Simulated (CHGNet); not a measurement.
## Pyrite PtSb2

Method: the machine-learned potential CHGNet 0.3.0 (trained on PBE and PBE+U data).

Cell (relaxed at this level):

```yaml
crystal:
  lattice:
    - [6.55812, 0.00000, 0.00000]
    - [0.00000, 6.55812, 0.00000]
    - [0.00000, 0.00000, 6.55812]
  atoms:
    - { symbol: Sb, position: [0.62793, 0.87207, 0.12793] }
    - { symbol: Sb, position: [0.12793, 0.62793, 0.87207] }
    - { symbol: Sb, position: [0.62793, 0.62793, 0.62793] }
    - { symbol: Sb, position: [0.37207, 0.37207, 0.37207] }
    - { symbol: Sb, position: [0.87207, 0.12793, 0.62793] }
    - { symbol: Sb, position: [0.87207, 0.37207, 0.12793] }
    - { symbol: Sb, position: [0.12793, 0.87207, 0.37207] }
    - { symbol: Sb, position: [0.37207, 0.12793, 0.87207] }
    - { symbol: Pt, position: [0.00000, 0.50000, 0.50000] }
    - { symbol: Pt, position: [0.50000, 0.00000, 0.50000] }
    - { symbol: Pt, position: [0.00000, 0.00000, 0.00000] }
    - { symbol: Pt, position: [0.50000, 0.50000, 0.00000] }
```

```
Quantity                               Result
------------------------------  -------------
equilibrium lattice constant a        6.558 Å
volume per atom                 23.50 Å³/atom
```

Measured, for comparison: lattice constant a 6.44 Å, equilibrium volume per atom 22.26 Å³/atom (temperature not stated, no zero-point or thermal correction; as tabulated in Saeed et al. (2013), arXiv:1402.4256). Computed (rounded) less measured: lattice constant a +1.8 %, equilibrium volume per atom +5.6 %.

A machine-learned potential is trained on density-functional data: it inherits that level's misses and adds fitting errors of its own.

Note: this model's volume lies 6 % above that of the starting cell (a measured, published or database cell).
